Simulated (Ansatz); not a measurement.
Two structures of AlNH3Cl, singlet, reached by relaxing down either side of one saddle point (PBE0-D4/def2-TZVP). Energies are electronic, without zero-point energy. Ansatz 0.2.0; basis: def2-TZVPP and def2-QZVPP; cores frozen in the correlated methods. Extrapolation: Hartree–Fock as exp(−7.88 √X), correlation as X^−2.97. First:

Al1  (0.699, 0.214, 0.255)
H2  (2.107, -0.258, -0.253)
N3  (-0.792, -0.387, -0.452)
H4  (-0.834, -1.054, -1.206)
Cl5  (0.538, 1.603, 1.820)
H6  (-1.718, -0.117, -0.163)
(Å)

Second:

Al1  (-0.135, 0.426, 0.481)
H2  (1.532, -0.437, -0.467)
N3  (-1.232, -0.396, -0.470)
H4  (0.900, -0.725, -0.806)
Cl5  (1.176, 1.483, 1.702)
H6  (-2.241, -0.351, -0.439)
(Å)

**Question.** Which bonds change from the first to the second?

**Answer.** AlNH₃Cl ([NH2][AlH][Cl]) → AlNHCl ([NH][Al][Cl]) + H₂; bonds formed: H2–H4; bonds broken: Al1–H2, N3–H4.

**Question.** Give the saddle point's structure and its height above each. (An estimate is asked for; the value comes from the calculation.)

**Answer.** The calculation gives: 313.0 kJ/mol above the first and 12.3 kJ/mol above the second (CCSD(T) at an estimated basis limit (MP2 extrapolated from triple and quadruple zeta, plus CCSD(T) − MP2 in triple zeta)).
```
6
angstrom
Al 0.0583 0.4307 0.4893
H 1.3439 -0.4842 -0.5247
N -1.0692 -0.3755 -0.4450
H 0.5802 -0.7155 -0.8007
Cl 1.1569 1.5876 1.8206
H -2.0702 -0.4431 -0.5396
```

The T1 diagnostic stays at or below 0.019.

Labels in which every atom is bracketed show which atoms are joined, not bond orders.

For scale, one of the runs: CCSD(T)/def2-TZVPP, 157 basis functions, launched by `ansatz run in.yaml --threads 2 --pin off --events-out ev --progress --plain --max-ram 4352MiB`. The run took 15 s on 2 CPU threads (shared host), with 1 GiB of host memory at its peak.
